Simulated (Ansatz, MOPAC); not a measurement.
Molecule: CH5Si, charge 0, multiplicity 2. SMILES: C[SiH2]

Atoms: C1, Si2, H3, H4, H5, H6, H7. Bonds: C1-Si2, C1-H3, C1-H4, C1-H5, Si2-H6, Si2-H7.

Bond lengths (Å) and angles (degrees) optimised at PM3 with MOPAC; PM6 with MOPAC; MNDO with MOPAC; HF/3-21G with Ansatz (a quantum-chemistry and plane-wave program), each started from the B3LYP-D3(BJ)/def2-TZVP structure (Ansatz) of the last column. A row stands for all coordinates that are equal there; 9 of 10 kinds are shown. No wavenumbers were computed at MNDO, so these may be saddle points.

| coordinate | PM3 | PM6 | MNDO | HF/3-21G | B3LYP-D3(BJ)/def2-TZVP |
|---|---|---|---|---|---|
| C1-Si2 | 1.832 | 1.860 | 1.785 | 1.923 | 1.882 |
| C1-H3 | 1.098 | 1.102 | 1.108 | 1.086 | 1.094 |
| C1-H4 | 1.096 | 1.102 | 1.107 | 1.084 | 1.091 |
| Si2-H6 | 1.485 | 1.486 | 1.373 | 1.491 | 1.487 |
| Si2-C1-H3 | 112.5 | 112.7 | 111.8 | 110.8 | 110.4 |
| Si2-C1-H4 | 111.7 | 111.9 | 111.8 | 110.4 | 111.0 |
| C1-Si2-H6 | 114.9 | 112.9 | 116.0 | 112.1 | 111.5 |
| H3-C1-H4 | 106.8 | 106.7 | 107.0 | 108.4 | 108.1 |
| H4-C1-H5 | 107.0 | 106.5 | 107.1 | 108.3 | 108.2 |

Mean signed difference of all 6 bond lengths from B3LYP-D3(BJ)/def2-TZVP: PM3 -0.007 Å, PM6 0.001 Å, MNDO -0.047 Å, HF/3-21G 0.005 Å.
